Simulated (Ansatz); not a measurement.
C2HF2, SMILES `[CH]=C(F)F` radical at its PBE0-D4/def2-TZVP geometry, where that method's forces vanish. Total charge 0; spin multiplicity 2.

```xyz
5

C     0.5012    0.2979    0.7223
C    -0.0779   -0.2655   -0.2970
F     0.3177   -1.3813   -0.8656
F    -1.1492    0.1928   -0.9180
H     0.4082    1.1561    1.3583
```

(1) What forces (eV/Å) does PBE-D4/def2-TZVPP give on these atoms in Ansatz? (Estimate.)

## Answers

(1) Ansatz gave: 
```
C1   0.278  0.168  0.403
C2   0.163  0.089  0.229
F3   0.295 -0.775 -0.376
F4  -0.751  0.345 -0.415
H5   0.015  0.172  0.159
```
